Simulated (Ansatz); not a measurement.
Silver, fcc: convergence with the plane-wave cutoff

Computed with Ansatz, LDA, scalar-relativistic PAW, on the relaxed cell (a = 3.999 Å; spin not included). Errors count from a run at 420 eV on a Γ-centred 22×22×22 mesh with Fermi-Dirac smearing of 0.1 eV, extrapolated to zero width. Fixed here: mesh 13×13×13, Fermi-Dirac width 0.1 eV. The pressure holds a Pulay correction and is unreliable far below the recommended cutoff. The SCF starts from atomic densities corrected by a trained network.

```csv
cutoff (eV),E(σ→0) error (meV/atom),P (GPa),SCF iterations
200,10751.2,-5.97,7
250,1382.6,4.17,6
300,121.6,-0.10,6
350,6.4,-0.06,6
420,1.1,0.01,6
500,0.5,0.01,6
600,0.2,0.01,6
800,0.0,0.01,6
```

Q: What does the run at 150 give (cutoff)?

A: E(σ→0) error (meV/atom): 61061.3; P (GPa): -36.85; SCF iterations: 7.

Within 5 meV/atom of the last row: from 420 eV on.
